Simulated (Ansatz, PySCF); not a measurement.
Species: molecular nitrogen, N₂, net charge 0, singlet state. 
Geometry from a B3LYP-D3(BJ)/def2-TZVP (Ansatz, a first-principles code) optimisation:
SMILES: N#N
```xyz
2

N      0.0000     0.0000    -0.5454
N      0.0000     0.0000     0.5454
```
Charge 0, spin multiplicity 1.

Quantity: atomisation energy (electronic, to ground-state atoms), in kcal/mol. Cores are frozen in the correlated levels unless marked. Open shells are spin-unrestricted. Spin-orbit coupling is left out. Non-relativistic. The coupled-cluster limit lacks core correlation, which all-electron functionals hold. CBS marks a two-point X^-3 extrapolation of the correlation energy; Hartree-Fock from the larger set (for Q and 5 zeta extrapolated as (X+1)exp(-9√X)).

| level | program | atomisation energy (kcal/mol) |
|---|---|---|
| HF-D4/def2-TZVPD | PySCF + dftd4 | 116.6 |
| M06-L-D4/def2-TZVPD | PySCF + dftd4 | 223.8 |
| r2SCAN-D3(BJ)/def2-TZVPD | Ansatz + dftd3 | 219.9 |
| PBE0/def2-TZVP | Ansatz | 225.1 |
| B2GP-PLYP-D3(BJ)/def2-TZVPD | Ansatz + dftd3 | 225.6 |
| MP2/aug-cc-pVTZ | Ansatz | 229.8 |
| SCS-MP2/6-31G | Ansatz | 174.8 |
| SCS-MP2/aug-cc-pVTZ | Ansatz | 232.8 |
| CCSD/STO-3G | Ansatz | 129.7 |
| CCSD(T)/CBS(cc-pVQZ,cc-pV5Z) | Ansatz | 227.0 |
